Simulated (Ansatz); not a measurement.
# C2H2F: the cost of one run

Method: single points in def2-TZVPP; program: Ansatz 0.2.0, Gaussian basis.

Cores are frozen in the correlated methods.

### Step 1. Where the work starts

SMILES `C=[C+]F`, 5 atoms, charge 1, spin multiplicity 1.

Atoms are counted from 1 here; the program's logs count them from 0.

Bond lengths: C1–C2 1.284 Å, C1–H4 1.097 Å, C1–H5 1.086 Å, C2–F3 1.186 Å. Angles: C2–C1–H4 121.6°, C2–C1–H5 126.7°, H4–C1–H5 111.6°, C1–C2–F3 175.0°.

Coordinates:

```xyz
5

C    -0.26108    0.22944   -0.36786
C     0.32496   -0.38055    0.59751
F     0.86594   -1.02850    1.43064
H    -0.50675   -0.28196   -1.30705
H    -0.51109    1.28507   -0.41126
```

### Step 2. PBE-D4/def2-TZVPP

File run/in.yaml:

```yaml
crystal:
  periodic: [false, false, false]
  atoms:
    - {symbol: C, position_ang: [-0.261083, 0.229443, -0.367858]}
    - {symbol: C, position_ang: [0.324958, -0.380551, 0.597507]}
    - {symbol: F, position_ang: [0.865940, -1.028498, 1.430643]}
    - {symbol: H, position_ang: [-0.506754, -0.281962, -1.307046]}
    - {symbol: H, position_ang: [-0.511086, 1.285067, -0.411265]}
basis:
  gaussian: {orbitals: def2-TZVPP}
total_charge: 1
hamiltonian: {xc: pbe, dispersion: d4}
output: {forces: true}
```

Launch:

```bash
> ansatz run in.yaml --threads 2 --pin off --events-out ev --progress --plain --max-ram 3481MiB
```

What time and memory should one allow on 2 threads of Arm Neoverse V1, shared host?

About 1.3 s, with a peak of 0.1 GiB.
